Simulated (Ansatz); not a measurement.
Basis-set extrapolation for C6H10 (`CC#CCCC`) (PBE0-D4/def2-TZVP geometry, frozen core, the Gaussian-basis code of Ansatz). Multiplicity 1, RHF reference.

```csv
,def2-TZVPP,def2-QZVPP
HF,-233.066412,-233.076862
MP2 correlation,-1.001050,-1.063799
CCSD(T) correlation,-1.098327,not run
```

Energies in hartree. Use E(X) = E(∞) + A·exp(−7.88·√X) for Hartree–Fock and E(X) = E(∞) + B·X^(−2.97) for correlation, with X = 3 and 4, and add CCSD(T) minus MP2 of the smaller set to the MP2 limit.

Task: What is the CCSD(T) energy at the basis-set limit?

Result: HF limit: -233.076862 + (-0.010450) × 0.13774 = -233.07830. MP2 limit: -1.063799 + (-0.062749) × 0.74074 = -1.11028. Higher-order term: -1.098327 − (-1.001050) = -0.09728. Total: -234.28586 hartree, 3.30 eV below CCSD(T)/def2-TZVPP.
